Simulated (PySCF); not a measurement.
These are PBE0-D4/def2-TZVP // PBE0-D4/def2-SVP (PySCF) values and carry that method's errors. Isolated molecules, 0 K electronic values unless said otherwise. 

Reference species (SMILES): `CSC` (neutral, multiplicity 1).

| Property | Result |
|---|---|
| S1 oscillator strength | 0.000 |
| HOMO–LUMO gap | 7.24 eV |

Changed species: `CC#N` (free base CH3CN; the reference has free base S(CH3)2).

Give the shifts of the S1 oscillator strength and HOMO–LUMO gap.

the S1 oscillator strength stays essentially unchanged; the HOMO–LUMO gap increases by 3.02 eV, to 10.26 eV.
